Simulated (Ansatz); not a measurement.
# CH5Al (SMILES [CH3][AlH2]): single points off equilibrium

One table from this session's results is given with a row withheld; the runs are named, their logs left out.

The runs use Ansatz 0.2.0, Gaussian basis; single points in def2-TZVPP.

Cores are frozen in the correlated methods.

### The system as given

SMILES `[CH3][AlH2]`, 7 atoms, charge 0, spin multiplicity 1.

Atoms are counted from 1 here; the program's logs count them from 0.

Bond lengths: C1–Al2 2.110 Å, C1–H3 1.168 Å, C1–H4 1.141 Å, C1–H5 1.238 Å, Al2–H6 1.633 Å, Al2–H7 1.527 Å. Angles: Al2–C1–H3 112.5°, Al2–C1–H4 111.0°, Al2–C1–H5 111.2°, H3–C1–H4 105.5°, H3–C1–H5 103.8°, H4–C1–H5 112.6°, C1–Al2–H6 122.0°, C1–Al2–H7 123.1°, H6–Al2–H7 114.9°.

Geometry (Å):

```
atom    x (Å)    y (Å)    z (Å)
  C1  -0.5279  -0.7178  -0.3926
 Al2   0.5952   0.8618   0.4409
  H3  -1.2064  -1.2478   0.3962
  H4  -1.2394  -0.3342  -1.1975
  H5   0.2102  -1.6232  -0.8017
  H6   0.1099   1.6518   1.7847
  H7   1.9241   1.3388  -0.1411
```

The first run:

The input, run/in.yaml:

```yaml
crystal:
  periodic: [false, false, false]
  atoms:
    - {symbol: C, position_ang: [-0.527900, -0.717800, -0.392600]}
    - {symbol: Al, position_ang: [0.595200, 0.861800, 0.440900]}
    - {symbol: H, position_ang: [-1.206400, -1.247800, 0.396200]}
    - {symbol: H, position_ang: [-1.239400, -0.334200, -1.197500]}
    - {symbol: H, position_ang: [0.210200, -1.623200, -0.801700]}
    - {symbol: H, position_ang: [0.109900, 1.651800, 1.784700]}
    - {symbol: H, position_ang: [1.924100, 1.338800, -0.141100]}
basis:
  gaussian: {orbitals: def2-TZVPP}
correlation: {method: ccsd_t}
output: {forces: true}
```

The command line of these runs was not kept.

Among the steps run: CCSD(T)/def2-TZVPP; PBE0-D4/def2-TZVPP; wB97M-V/def2-TZVPP; r2SCAN-D4/def2-TZVPP; PBE-D4/def2-TZVPP; LC-wPBE/def2-TZVPP; BHLYP-D4/def2-TZVPP.

One table of the session follows, with a row left open; its other results are not shown here.

| method | RMS force component (eV/Å) | angle to CCSD(T) forces (°) | dipole (D) |
| --- | --- | --- | --- |
| CCSD(T) | 1.072 | reference | 0.42 |
| PBE0-D4 | 1.100 | 1.8 | 0.48 |
| wB97M-V | 1.101 | 2.2 | 0.44 |
| r2SCAN-D4 | 1.084 | 2.0 | 0.50 |
| PBE-D4 | 1.018 | 5.0 | 0.52 |
| LC-wPBE | ? | ? | ? |
| BHLYP-D4 | 1.169 | 4.4 | 0.42 |

Estimate the missing values for LC-wPBE.

The run gave: RMS force component (eV/Å): 1.143; angle to CCSD(T) forces (°): 2.2; dipole (D): 0.45. In the column «RMS force component (eV/Å)» it lies between wB97M-V (1.101) and BHLYP-D4 (1.169).
